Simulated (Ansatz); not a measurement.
α-N2 was calculated with HSE06 (PAW; Ansatz, a quantum-chemistry and plane-wave program).

Numerical settings: plane-wave cutoff 460 eV, 4×4×4 k mesh, Fermi–Dirac smearing 0.01 eV, scalar-relativistic PAW data made under PBE.

Computed at the level's own relaxed cell.

### Question
Predict the lattice constant a, band gap and smallest direct gap on the k points sampled.

### Answer

- lattice constant a: 6.190 Å
- band gap: 10.20 eV (on the SCF k mesh)
- smallest direct gap on the k points sampled: 10.21 eV

Measured, for comparison: lattice constant a 5.644 Å (4 K, zero-point motion not removed, our sources range from 5.644 to 5.667; as tabulated in Wyckoff, Crystal Structures 1 (1963), as in the American Mineralogist Crystal …). Computed (rounded) less measured: lattice constant a +9.7 % (+9.2 % to +9.7 % over the range).

Note: the cell comes from a level without a dispersion term, which matters for the spacing of layers, chains or molecules.

The computed numbers hold no vibrational or temperature effects.

It cost about 30 core-minutes (a rough figure) of CPU time.
